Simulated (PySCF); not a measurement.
Compound: SiO.
Z-matrix (Å and degrees, PBE0-D3(BJ)/def2-SVP geometry), rows numbered from 1:
```
O 
Si  1  1.5233
```

The calculation used PBE0-D3(BJ)/def2-SVP geometry optimisation, gas phase in PySCF 2.14.0.

Take the most abundant isotopes and a rigid rotor. 

Task: What are the moment of inertia and the rotational constant?

Result: I = 23.616 u·Å², B = 505379 MHz·u·Å²/I = 21400 MHz (0.7138 cm⁻¹, or 1.027 K as hB/k). For two atoms I = μr² with μ = 10.1767 u and r = 1.5233 Å.

Task: List the first levels of a rigid rotor in a Σ state.

Result: E(J) = BJ(J+1): J = 1: 1.428, J = 2: 4.283, J = 3: 8.566, J = 4: 14.276, J = 5: 21.415, J = 6: 29.981 cm⁻¹.

Task: Where do the first rotational lines fall?

Result: The dipole is 2.70 D; J+1 ← J lies at 2B(J+1): 1 ← 0 at 42.80 GHz, 2 ← 1 at 85.60 GHz, 3 ← 2 at 128.40 GHz, 4 ← 3 at 171.20 GHz, 5 ← 4 at 214.00 GHz, 6 ← 5 at 256.80 GHz.

Task: Estimate the classical rotational partition function at 10 K, 200 K and 298.15 K.

Result: Point group C∞v, symmetry number σ = 1; q = kT/(σhB), k/h = 20836.6 MHz/K: 9.7 at 10 K, 195 at 200 K, 290 at 298.15 K.

Whether it is a minimum is left open (no frequencies). Zero-point vibration and centrifugal distortion are left out.
